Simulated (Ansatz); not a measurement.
**FH4OSi−: molecular dynamics**

Aim: follow the atoms for 60 steps of 1.0 fs at constant energy, with velocities drawn for 500 K.

Computed with Ansatz 0.2.0, Gaussian basis. Level: CAM-B3LYP-D4/def2-SVP.

## (1) The system as given

The start, a pair relaxed at PBE0-D4: SMILES `[F-].[SiH3]O`, 7 atoms, charge -1, spin multiplicity 1.

Atoms are counted from 1 here; the program's logs count them from 0.

Bond lengths: F1–Si2 1.748 Å, Si2–O3 1.794 Å, Si2–H4 1.518 Å, Si2–H5 1.506 Å, Si2–H6 1.518 Å, O3–H7 0.959 Å. Angles: F1–Si2–O3 176.3°, F1–Si2–H4 89.1°, F1–Si2–H5 88.8°, F1–Si2–H6 89.1°, O3–Si2–H4 92.9°, O3–Si2–H5 87.5°, O3–Si2–H6 92.9°, H4–Si2–H5 122.1°, H4–Si2–H6 115.8°, H5–Si2–H6 122.0°, Si2–O3–H7 109.8°.

As a file:

```xyz
7
FH4OSi
F     0.5316   -0.3318   -1.9576
Si    0.0584    0.0366   -0.3162
O    -0.4523    0.5217    1.3334
H    -0.9571   -1.0893   -0.3818
H    -0.2719    1.4378   -0.7592
H     1.4496   -0.3547    0.1472
H    -0.3581   -0.2204    1.9342
```

## (2) Dynamics

The input, md/in.yaml:

```yaml
crystal:
  periodic: [false, false, false]
  atoms:
    - {symbol: F, position_ang: [0.531596, -0.331804, -1.957612]}
    - {symbol: Si, position_ang: [0.058366, 0.036634, -0.316151]}
    - {symbol: O, position_ang: [-0.452324, 0.521677, 1.333430]}
    - {symbol: H, position_ang: [-0.957119, -1.089304, -0.381823]}
    - {symbol: H, position_ang: [-0.271885, 1.437808, -0.759173]}
    - {symbol: H, position_ang: [1.449574, -0.354658, 0.147174]}
    - {symbol: H, position_ang: [-0.358109, -0.220352, 1.934156]}
basis:
  gaussian: {orbitals: def2-SVP}
total_charge: -1
hamiltonian: {xc: {name: CAM-B3LYP}, dispersion: d4}
md: {n_steps: 60, timestep: 1.0, temperature: 500, ensemble: nve, seed: 542, initial_velocities: maxwell_boltzmann}
```

Started as:

```bash
> ansatz run in.yaml --threads 2 --pin off --events-out ev --progress --plain --max-ram 5222MiB
```

Before running it: what results should come out? Wanted: temperature at the start; mean temperature, second half; lowest and highest potential energy, from the first frame; largest change of potential + kinetic.

**Answer**, as computed:

```
                                                 quantity              value
                                                   length  60 steps, 60.0 fs
                                 temperature at the start              500 K
                            mean temperature, second half              255 K
lowest and highest potential energy, from the first frame      0 and 267 meV
                    largest change of potential + kinetic            4.8 meV
```

With no thermostat the total energy should stay fixed; it holds within 4.8 meV, small beside the kinetic energy, so the time step serves. The temperature runs between 94 and 500 K. The molecule keeps its bonds.
